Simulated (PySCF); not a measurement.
# Cl4MoO ([MoOCl4]-): the cost of one run

Computed with PySCF 2.14.0 and routines of our own; the level stands in each step. Atoms count from 0.

## 1. The starting structure

6 atoms, charge -1, multiplicity 2; geometry from: GFN2-xTB.

## 2. Geometry optimisation at PBE0-D3(BJ)/def2-SVP

Job settings and geometry (Å):

```
{"job": {"xc": "PBE0", "basis": "def2-SVP", "d3": "d3bj", "grid": 1, "maxiter": 30, "shake": 0.01, "kind": "geom"}, "charge": -1, "multiplicity": 2}
O     -0.865420    -0.236160    -1.628680
Mo    -0.111800    -0.029430    -0.201910
Cl    -1.677990    -0.241590     1.543980
Cl     0.660570    -2.145830     0.504500
Cl    -0.153520     2.256480     0.348200
Cl     2.172330     0.366530    -0.610760
```

Run with:

```
$ OMP_NUM_THREADS=1 python heavy_run.py task.json out
```

This one command runs all jobs of the session in turn.

**Question.** How long does this first job take on 1 thread of Arm Neoverse V1, shared host, and how much memory does it need?

About 3.2 min, with a peak of 0.58 GiB.
